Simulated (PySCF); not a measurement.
A run for PySCF: U-M06-2X/def2-TZVPPD on F (SMILES [F]), 2S+1 = 2.

```python
from pyscf import gto, dft

mol = gto.M(
    atom='''
    F     0.00000000    0.00000000    0.00000000
    ''',
    basis='def2-tzvppd',
    charge=0, spin=1, verbose=4, max_memory=1800)
mf = dft.UKS(mol, xc='m062x').density_fit(auxbasis='def2-universal-jkfit')
mf.grids.level = 4
mf.conv_tol = 1e-9
mf.max_cycle = 150
mf.kernel()
mf.dip_moment()
```

Q: Predict the final total energy.

A: -99.7343 hartree.
